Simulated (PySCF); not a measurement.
**Ionising PH**

UHF-MP2; basis P def2-TZVPPD, H def2-TZVPPD; no relativity; PySCF 2.14. Neutral (UHF): triplet (π ↑↑), Re = 1.416 Å, ωe = 2437 cm⁻¹, De = 2.89 eV.

PH⁺ (UHF): doublet (π ↑), Re = 1.418 Å, ωe = 2461 cm⁻¹, De = 3.25 eV to P⁺ + H. The energies at the minima are -341.39946 hartree for PH and -341.02757 for PH⁺.

Problem. Work out the adiabatic ionisation energy, without and with harmonic zero-point energies (1 hartree = 27.2114 eV, 1 eV = 8065.5 cm⁻¹), and the change of the bond length.

Solution. At UHF-MP2: 0.37189 hartree = 10.120 eV between the minima; the zero-point term (2461.0 − 2437.0)/2 cm⁻¹ = +0.001 eV makes it 10.121 eV. Re changes by +0.2 pm against the neutral. The electron leaves a π orbital, which is non-bonding in a hydride.

Correlated steps freeze 5 core orbitals. For an ion De counts to the pair picked by the measured ionisation energies or electron affinities, which need not be the lowest pair at this level. States were picked by a PBE0 search and need not be the measured ground states.
